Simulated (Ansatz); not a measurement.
# C2H5NO (singlet): wave-function methods side by side, cc-pVDZ

Aim: climb from Hartree-Fock through coupled cluster and multireference methods for C2H5NO (singlet) at one geometry and basis, and see what each rung misses.

Program: Ansatz 0.2.0, Gaussian basis. Level of theory: cc-pVDZ, core rule «outside noble gas», up to 4 orbitals frozen. These are calculated values, not measurements.

Plan: UHF; CCSD(T) on RHF; BCCD(T) on RHF; CISD; CCSDT(Q) on RHF; CASSCF and MRCISD+Q, 8 electrons in 8 orbitals; CASSCF and NEVPT2, 8 electrons in 8 orbitals.

18 further runs of the same task are left out: 18 set aside as unsound or not needed.

## 1. What is computed

The geometry is an MP2(full)/6-31G* stationary point (not a proven minimum).

9 atoms, charge 0, spin multiplicity 1.

Atoms are counted from 1 here; the program's logs count them from 0.

Bond lengths: O1–C2 1.227 Å, C2–N3 1.373 Å, C2–C4 1.514 Å, N3–H5 1.010 Å, N3–H9 1.011 Å, C4–H6 1.089 Å, C4–H7 1.093 Å, C4–H8 1.094 Å. Angles: O1–C2–N3 122.1°, O1–C2–C4 123.3°, N3–C2–C4 114.6°, C2–N3–H5 120.8°, C2–N3–H9 116.4°, H5–N3–H9 117.2°, C2–C4–H6 108.5°, C2–C4–H7 111.3°, C2–C4–H8 110.2°, H6–C4–H7 109.7°, H6–C4–H8 108.9°, H7–C4–H8 108.2°.

## 2. UHF

in.yaml reads:

```yaml
crystal:
  periodic: [false, false, false]
  atoms:
    - {symbol: O, position_ang: [0.382196, 1.266141, 0.013154]}
    - {symbol: C, position_ang: [0.034808, 0.088906, 0.000871]}
    - {symbol: N, position_ang: [0.943168, -0.939420, -0.043790]}
    - {symbol: C, position_ang: [-1.413825, -0.349548, 0.004976]}
    - {symbol: H, position_ang: [0.665602, -1.885132, 0.175062]}
    - {symbol: H, position_ang: [-2.039579, 0.524039, -0.170357]}
    - {symbol: H, position_ang: [-1.603192, -1.100153, -0.766566]}
    - {symbol: H, position_ang: [-1.674463, -0.783890, 0.974934]}
    - {symbol: H, position_ang: [1.910783, -0.692457, 0.116986]}
basis:
  gaussian: {orbitals: cc-pVDZ}
magnetization: {spin_polarized: true, initial_magnetization: 0}
hamiltonian: {xc: hf}
output: {orbitals: {seedname: orbitals}}
```

On the command line:

```bash
> ansatz run in.yaml --threads 1 --pin off --events-out ev --progress --plain --max-ram 2560MiB --backend cpu
```

The runs that follow: CCSD(T) on RHF; BCCD(T) on RHF; CISD; CCSDT(Q) on RHF; CASSCF and MRCISD+Q, 8 electrons in 8 orbitals; CASSCF and NEVPT2, 8 electrons in 8 orbitals.

Before running them: what should the planned runs give, taken together? Wanted: RCCSDT(Q) below the RHF energy; RMP2 from RCCSDT(Q); RCCSD from RCCSDT(Q); RCCSD(T) from RCCSDT(Q); T1 diagnostic.

**Answer**, as computed:

| quantity | value |
| --- | --- |
| RCCSDT(Q) below the RHF energy | -18.4803 eV |
| RMP2 from RCCSDT(Q) | +34.08 kcal/mol |
| RCCSD from RCCSDT(Q) | +14.34 kcal/mol |
| RCCSD(T) from RCCSDT(Q) | +1.57 kcal/mol |
| levels within 1 kcal/mol (43 meV) | none |
| T1 diagnostic | 0.015 |

In words: RCCSD(T) misses by +1.57 kcal/mol, 0.4 % of the correlation energy. These misses are within one basis, not against nature.
